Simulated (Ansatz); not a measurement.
# C₃H₂Cl₂: how energies converge with the basis set

One table from this session's results is given with a row withheld; the runs are named, their logs left out.

Computed with Ansatz 0.2.0, Gaussian basis. Level: one geometry, several basis sets.

Plan: PBE0-D4/def2-SVP; ωB97M-V/def2-SVP; PBE0-D4/def2-QZVPP; ωB97M-V/def2-QZVPP; the functionals' def2-TZVPP values are taken from earlier runs.

### The geometry

All runs share one geometry, relaxed beforehand with PBE0-D4 in a triple-zeta def2 set.

7 atoms, charge 0, spin multiplicity 1.

Atoms are counted from 1 here; the program's logs count them from 0.

Bond lengths: Cl1–C2 1.670 Å, C2–C3 1.294 Å, C2–C4 1.455 Å, C3–C4 1.482 Å, C3–H6 1.076 Å, C4–Cl5 1.793 Å, C4–H7 1.086 Å. Angles: Cl1–C2–C3 150.0°, Cl1–C2–C4 145.0°, C3–C2–C4 64.9°, C2–C3–C4 62.8°, C2–C3–H6 152.0°, C4–C3–H6 145.1°, C2–C4–C3 52.3°, C2–C4–Cl5 120.0°, C2–C4–H7 123.7°, C3–C4–Cl5 120.0°, C3–C4–H7 123.3°, Cl5–C4–H7 108.2°.

Geometry (Å):

```xyz
7

Cl   -1.9043   -1.5426   -0.3328
C    -0.5326   -0.6457   -0.0104
C     0.4597   -0.3563    0.7686
C     0.3094    0.4495   -0.4661
Cl   -0.2852    2.1376   -0.3669
H     1.0270   -0.4876    1.6734
H     0.9873    0.3771   -1.3114
```

The first run:

in.yaml reads:

```yaml
crystal:
  periodic: [false, false, false]
  atoms:
    - {symbol: Cl, position_ang: [-1.904349, -1.542642, -0.332803]}
    - {symbol: C, position_ang: [-0.532647, -0.645677, -0.010441]}
    - {symbol: C, position_ang: [0.459662, -0.356346, 0.768586]}
    - {symbol: C, position_ang: [0.309395, 0.449457, -0.466126]}
    - {symbol: Cl, position_ang: [-0.285164, 2.137589, -0.366867]}
    - {symbol: H, position_ang: [1.027011, -0.487624, 1.673362]}
    - {symbol: H, position_ang: [0.987291, 0.377142, -1.311410]}
basis:
  gaussian: {orbitals: def2-SVP}
hamiltonian: {xc: pbe0, dispersion: d4}
output: {orbitals: {seedname: orbitals}}
```

On the command line:

```
ansatz run in.yaml --threads 2 --pin off --events-out ev --progress --plain --max-ram 4352MiB
```

Among the steps run: PBE0-D4 in def2-SVP; ωB97M-V in def2-SVP; PBE0-D4 in def2-QZVPP; ωB97M-V in def2-QZVPP.

One table of the session follows, with a row left open; its other results are not shown here.

It belongs to the step «Density functionals: the series». 

| functional | basis | HOMO (eV) |
| --- | --- | --- |
| PBE0-D4 | def2-SVP | -7.83 |
| PBE0-D4 | def2-TZVPP | -7.94 |
| PBE0-D4 | def2-QZVPP | ? |
| ωB97M-V | def2-SVP | -9.92 |
| ωB97M-V | def2-TZVPP | -10.05 |
| ωB97M-V | def2-QZVPP | -10.09 |

Q: Estimate the row for PBE0-D4, def2-QZVPP from the others.

**Answer.** HOMO (eV): -7.98. In the column «HOMO (eV)» it lies between ωB97M-V, def2-SVP (-9.92) and PBE0-D4, def2-TZVPP (-7.94).
